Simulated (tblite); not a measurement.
Start geometry of `NC[C]1CC1` [radical] from a force field or distance geometry (Å):
```
atom  x, y, z in Å
N1     2.1253   -0.2356    0.1106
C2     0.8707    0.1767    0.7441
C3    -0.1530    0.4514   -0.2689
C4    -1.5743    0.5752    0.0296
C5    -1.0537   -0.5584   -0.8013
H6     2.4074    0.5058   -0.5271
H7     1.9361   -1.0452   -0.4749
H8     0.5581   -0.6101    1.4479
H9     1.0614    1.0700    1.3502
H10   -1.8764    0.3562    1.0613
H11   -2.0970    1.3831   -0.4453
H12   -1.2145   -0.5227   -1.8766
H13   -0.9944   -1.5459   -0.3673
```

Question: What comes out of this run: tblite 0.8.0, GFN2-xTB geometry optimisation, gas phase?

Answer: 
```
atom  x, y, z in Å
N1     2.0730   -0.3794    0.1657
C2     0.9597    0.3511    0.7456
C3    -0.2157    0.5288   -0.1413
C4    -1.6577    0.4347    0.1166
C5    -0.9894   -0.4442   -0.9249
H6     2.4964    0.1570   -0.5838
H7     1.7403   -1.2502   -0.2365
H8     0.6508   -0.1958    1.6539
H9     1.3309    1.3269    1.0798
H10   -2.0087   -0.0099    1.0426
H11   -2.3059    1.2222   -0.2439
H12   -1.2044   -0.2342   -1.9647
H13   -0.8737   -1.5064   -0.7270
```

The energy falls by 4.4 kcal/mol over 79 L-BFGS steps, the largest force on an atom goes from 1.18 to 0.009 eV/Å, and the atoms move by 0.323 Å rms after alignment. The bond that changes most is C4–C5 (both ends carbon bonded to 2 C and 2 H), which lengthens by 0.019 Å. Bonds longer at the end by more than 0.005 Å: 6 of 13; shorter: 3. Among the angles that change most is C2–C3–C4, from 123.7° to 131.7°. Among the dihedrals that turn most is N1–C2–C3–C5, from 89° to 51°. Rotational constants go from 13231, 3339, 2960 to 12666, 3302, 2846 MHz. The orientation of the end geometry is arbitrary; only internal coordinates are fixed.

Its GFN2-xTB frequencies are all real (lowest 58 cm⁻¹).

One conformer stands for the species.

These are computed values.
